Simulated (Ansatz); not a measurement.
Input file for Ansatz (a first-principles code): U-HF/def2-TZVPP on C2H3O (SMILES C[C]=O), 2S+1 = 2, atoms moved off the minimum.

Ansatz 0.2 input:
```yaml
crystal:
  periodic: [false, false, false]
  atoms:
    - {symbol: C, position_ang: [-1.28735583, 0.13680939, 0.03995673]}
    - {symbol: C, position_ang: [0.21510001, -0.30110002, 0.25847833]}
    - {symbol: O, position_ang: [1.20397775, 0.13432103, -0.27570200]}
    - {symbol: H, position_ang: [-1.56269303, 0.18235436, 1.12161831]}
    - {symbol: H, position_ang: [-1.75285151, -0.55483069, -0.40019511]}
    - {symbol: H, position_ang: [-1.26836211, 0.94393556, -0.41206562]}
basis:
  gaussian:
    orbitals: def2-TZVPP
hamiltonian:
  xc: {name: HF}
magnetization: {spin_polarized: true, initial_magnetization: 1}
output: {forces: true}
```

The head of its log:

```
Functional definition: HF
[...]
integrals: 0.03 GiB planned
825 factors; their error is unknown
mean field: 0.31 GiB planned
mean field evaluation 1: about -4141.6472 eV, gradient 2.5e1 eV
mean field evaluation 2: about -4143.4611 eV, gradient 1.8e1 eV
```

Task: What total energy does the run end on?

Result: -152.3134 hartree.
